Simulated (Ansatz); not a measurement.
Born–Oppenheimer molecular dynamics of CH$_{4}$BF (7 atoms, charge 0, multiplicity 1). It starts from a relaxed structure.

Method: Ansatz, RKS PBE-D4/cc-pVDZ.

* ensemble: NVT, Nosé–Hoover chain
* time step: 0.5 fs
* steps asked: 300
* set temperature: 3000 K
* thermostat: time constant 100 fs, chain length 3 (defaults)
* seed: 281822

First frame:

```xyz
7
Properties=species:S:1:pos:R:3
B 0.024 -0.011 -0.008
H -0.043 -0.294 1.178
C 1.359 0.011 -0.817
H 1.830 -0.997 -0.781
H 1.250 0.319 -1.875
H 2.089 0.683 -0.314
F -1.147 0.288 -0.610
```

**Question.** How far do the bonds stretch over the last three quarters of this one trajectory? (Pairs bonded in most of those frames.)

**Answer.** 
```
 bond  mean (Å)  spread (Å)  shortest  longest
B1–H2     1.276       0.131      1.06     1.50
B1–C3     1.565       0.031      1.52     1.65
B1–F7     1.356       0.031      1.30     1.42
C3–H4     1.131       0.080      1.00     1.24
C3–H5     1.120       0.056      1.02     1.22
```

Mean temperature of the second half: 1955 K. The conserved energy wandered by up to 8.4 meV per atom (net 4.1 meV per atom), which is poor conservation. The mean temperature of the second half is 35 % below the set value. A run of 0.15 ps of so small a system gives no equilibrium averages. The orbitals stay closed-shell, which can raise the energy where a bond breaks towards radicals; this wasn't checked here.

The run took 5 min on 1 thread of Arm Neoverse V2 (shared host), peak memory 0.099 GiB.
